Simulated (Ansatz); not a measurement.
**SiNO (quartet): the correlation ladder, def2-QZVPP**

The task here is to estimate one member of a computed series from the others.

Program: Ansatz 0.2.0, Gaussian basis. Level of theory: def2-QZVPP, core rule «outside noble gas», up to 7 orbitals frozen. These are calculated values, not measurements.

To be run: UHF; ROHF; CCSD(T) on UHF.

2 further runs of the same task are left out: 2 set aside as unsound or not needed.

## The geometry

The geometry is a PBE0/def2-TZVP stationary point (not a proven minimum) of the parent state, kept for this charge and spin.

3 atoms, charge 0, spin multiplicity 4.

Atoms are counted from 1 here; the program's logs count them from 0.

Bond lengths: N1–Si2 1.640 Å, Si2–O3 1.509 Å. Angles: N1–Si2–O3 180.0°.

The first run:

The input, in.yaml:

```yaml
crystal:
  periodic: [false, false, false]
  atoms:
    - {symbol: N, position_ang: [0.000000, 0.000000, 1.596300]}
    - {symbol: Si, position_ang: [0.000000, 0.000000, -0.043500]}
    - {symbol: O, position_ang: [0.000000, 0.000000, -1.552800]}
basis:
  gaussian: {orbitals: "def2-QZVPP.json"}
magnetization: {spin_polarized: true, initial_magnetization: 3}
hamiltonian: {xc: hf}
output: {orbitals: {seedname: orbitals}}
```

The run is started by

```sh
$ ansatz run in.yaml --threads 1 --pin off --events-out ev --progress --plain --max-ram 2393MiB
```

Steps of the session up to this table: UHF; ROHF; CCSD(T) on UHF.

One of the session's tables, all rows but one given; the rest of the session is left out.

```
  method  from UCCSD(T) (kcal/mol)
    ROHF                   +343.61
     UHF                         ?
    UMP2                    +23.84
   UCCSD                    +17.48
UCCSD(T)                         0
```

Q: Estimate the row for UHF from the others.

**Answer.** from UCCSD(T) (kcal/mol): +337.72. In the column «from UCCSD(T) (kcal/mol)» it lies between UMP2 (+23.84) and ROHF (+343.61).
